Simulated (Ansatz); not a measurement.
Reaction: CH6BN (SMILES BNC) → BNH3 (SMILES B[NH], doublet) + CH3 (SMILES [CH3], doublet) (the C-N bond breaks)
Each species at its own B3LYP-D3(BJ)/def2-TZVP minimum (Ansatz, an electronic-structure program).

Wanted: bond dissociation energy (electronic), in kJ/mol. Radicals and triplets start from unrestricted determinants; spin-orbit coupling is neglected. CBS(X,Y): correlation extrapolated as X^-3, Hartree-Fock from the larger set. A bracket is a step between two methods taken in the basis named. Functionals run without relativity, which enters their misses. Double hybrids freeze cores in their MP2 part. '+ core + X2C': CCSD(T) terms for core correlation (cc-pwCVTZ) and scalar relativity (cc-pVTZ-DK).

CCSD(T)/CBS(cc-pVTZ,cc-pVQZ) + [CCSDT(Q) - CCSD(T)]/cc-pVDZ + core + X2C (Ansatz) gives 428.1 kJ/mol.

Problem. How far off this value is PBE/def2-TZVPD (Ansatz), in which direction, and which of these levels come nearer: r2SCAN/def2-TZVPD, PBE0/def2-TZVPD, wB97M-V/def2-TZVPD, B2PLYP/def2-TZVPD, CCSD(T)/CBS(cc-pVTZ,cc-pVQZ) + core + X2C?

Solution. PBE gives 404.9 kJ/mol, 23.2 kJ/mol below it. Differences of the others: r2SCAN/def2-TZVPD (Ansatz) -46.3; PBE0/def2-TZVPD (Ansatz) -18.2; wB97M-V/def2-TZVPD (Ansatz) -3.4; B2PLYP/def2-TZVPD (Ansatz) -17.4; CCSD(T)/CBS(cc-pVTZ,cc-pVQZ) + core + X2C (Ansatz) 1.5 kJ/mol. Nearer than PBE: PBE0/def2-TZVPD, wB97M-V/def2-TZVPD, B2PLYP/def2-TZVPD, CCSD(T)/CBS(cc-pVTZ,cc-pVQZ) + core + X2C.
